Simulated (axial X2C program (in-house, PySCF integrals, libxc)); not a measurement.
## Levels of AlCl⁻ by electron attachment to AlCl (EOM-EA-CCSD)

Computed with an axial X2C code built on PySCF integrals: two-component X2C with atomic mean-field Coulomb and Gaunt terms, Gaussian nuclei, basis Cl dyall-av3z, Al dyall-av3z with contracted cores.

R = 2.255 Å (1.045 times 2.158 Å, the PBE0 minimum at charge 0 for the lowest determinant).

Levels of AlCl⁻ obtained by attaching an electron to AlCl:

```
  Ω  binding energy (eV)  above lowest (cm⁻¹)                 attached spinor  one-particle weight
1/2                0.121                    0             83% Al pπ, 6% Cl pπ                 0.95
3/2                0.112                   67                       83% Al pπ                 0.95
1/2               -0.511                 5097            78% Al pσ, 18% Al sσ                 0.99
1/2               -0.782                 7281            74% Al sσ, 15% Al pσ                 0.99
1/2               -0.897                 8212                       96% Al pπ                 0.98
3/2               -0.899                 8229                       96% Al pπ                 0.98
1/2               -1.949                16695  54% Al pσ, 30% Al dσ, 8% Cl sσ                 0.96
```

Problem. Take the first Ω = 1/2 and Ω = 3/2 rows of π character: how far apart are they, and which lies lower?

Solution. E(3/2) − E(1/2) = 67 − 0 = 67 cm⁻¹ at EOM-EA-CCSD: regular, Ω = 1/2 lower. Splittings at this level can be off by ten to twenty per cent.

Negative binding energies belong to unbound states, resonances or levels that the basis set holds; within some tenths of an eV of zero the sign is not settled.

This point took 16 s on 1 thread of Intel(R) Xeon(R) Processor @ 2.30GHz (shared host).

Reference electrons by ω block (each with its −ω partner): 1/2: 12, 3/2: 3. 10 electrons of AlCl correlated (inner shells frozen), 92 natural virtual spinors (a truncated set); levels can be off by some tenths of an eV. Roots sought by Ω: (1/2: 5, 3/2: 4, 5/2: 2, 7/2: 1); rows need 60 % one-particle weight and stop where some Ω has no more roots. Missing are any skipped roots, higher Ω and states of a further excitation; these come out far too high here and may in truth be low or lowest. T1 of the reference 0.012 (Lee–Taylor). Number of frozen shells: Cl 2 s, 1 p; Al 2 s, 1 p.
